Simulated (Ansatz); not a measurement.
Basis-set extrapolation for `C=C=CCCl` (PBE0-D4/def2-TZVP geometry, frozen core, the Gaussian-basis code of Ansatz). Multiplicity 1, RHF reference.

```json
{"": "HF", "def2-TZVPP": "-613.889822", "def2-QZVPP": "-613.909311"}
{"": "MP2 correlation", "def2-TZVPP": "-0.827990", "def2-QZVPP": "-0.888426"}
{"": "CCSD(T) correlation", "def2-TZVPP": "-0.914944", "def2-QZVPP": "not run"}
```

Energies in hartree. Use E(X) = E(∞) + A·exp(−7.88·√X) for Hartree–Fock and E(X) = E(∞) + B·X^(−2.97) for correlation, with X = 3 and 4, and add CCSD(T) minus MP2 of the smaller set to the MP2 limit.

Question: What is the CCSD(T) energy at the basis-set limit?

Answer: HF limit: -613.909311 + (-0.019489) × 0.13774 = -613.91200. MP2 limit: -0.888426 + (-0.060436) × 0.74074 = -0.93319. Higher-order term: -0.914944 − (-0.827990) = -0.08695. Total: -614.93214 hartree, 334.4 kJ/mol below CCSD(T)/def2-TZVPP.
